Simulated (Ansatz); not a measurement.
Process, species as SMILES: [CH3] (CH3) → CH3+ (singlet, bonded as [CH3]) + e-
B3LYP-D3(BJ)/def2-TZVP geometries, fixed; electronic energies without zero-point terms.

Effect of a fitting basis named in the input at r2SCAN/def2-TZVPP with Ansatz (an electronic-structure program), against the last row, where the adiabatic ionisation energy is 10.11 eV. Open shells are unrestricted. The default fits or decomposes integrals by the program's own choice; accuracy: high also tightens integrals, grids and stops.

| setting | largest shift of a total energy (mEh) | shift of the adiabatic ionisation energy (eV) |
|---|---|---|
| fitting: def2-SV(P)-JKFIT | -0.066 | -0.001 |
| fitting: def2-universal-JKFIT | -0.066 | -0.001 |
| fitting: cc-pVTZ-JKFIT | -0.019 | 0.000 |
| fitting: cc-pVQZ-JKFIT | -0.005 | 0.000 |
| fitting: cc-pV5Z-JKFIT | -0.004 | 0.000 |
| fitting: def2-universal-JFIT | -0.126 | -0.001 |
| accuracy: high | 0.001 | 0.000 |
| accuracy: medium (default) | 0.000 | 0.000 |

Within 0.002 eV in the adiabatic ionisation energy: fitting: def2-SV(P)-JKFIT; fitting: def2-universal-JKFIT; fitting: cc-pVTZ-JKFIT; fitting: cc-pVQZ-JKFIT; fitting: cc-pV5Z-JKFIT; fitting: def2-universal-JFIT; accuracy: high. The largest shift is 0.126 mEh in a total energy and 0.001 eV in the difference.
